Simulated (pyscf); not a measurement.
H₂N–NH–AlH₂ → H₂N–AlH–NH₂ (concerted two-bond exchange; singlet surface; N–N, Al–H broken, Al–N, H–N formed). Optimised with ωB97X-D3(BJ)/def2-SVP in PySCF. Correlated levels are frozen-core, on RHF or UHF. ΔMP2 is the change of the MP2 total energy from the triple- to the quadruple-zeta basis. Energies in kJ/mol from the reactant's lowest minimum found.

```
level                             barrier  reaction energy
--------------------------------  -------  ---------------
r²SCAN/def2-TZVP                    240.0           -263.5
PBE0-D3(BJ)/def2-TZVP                 [?]           -253.8
M06-2X/def2-TZVP                    296.3           -269.5
HF/def2-TZVP                        303.5           -272.5
MP2/def2-QZVPP                      342.4           -283.3
CCSD(T)/def2-TZVPP                  267.2           -268.5
CCSD(T)/def2-TZVPP + ΔMP2(QZVPP)      [?]              [?]
```

Q: Some entries are withheld; supply them.

A: 
- PBE0-D3(BJ)/def2-TZVP, barrier: 277.2
- CCSD(T)/def2-TZVPP + ΔMP2(QZVPP), barrier: 266.8
- CCSD(T)/def2-TZVPP + ΔMP2(QZVPP), reaction energy: -272.0

What is counted as formed (Al–N) is already present as a longer contact in the reactant adduct; forming that adduct is a step of its own. From the product side, NH₂• + [H₂N–AlH]• lies, by one bond made or cut, 75.0 kJ/mol under this saddle at ωB97M-D3(BJ). H₂N–NH–AlH₂ is closed by a dative Al–N contact. This is the saddle that the search found; another between the same sides may lie lower. One closed-shell reference is unstable to symmetry breaking; treat the single-reference values with care. The CCSD(T) − MP2 part came from Ansatz, without density fitting, on the same reference. The largest closed-shell T1 diagnostic is 0.055, which may signal static correlation.
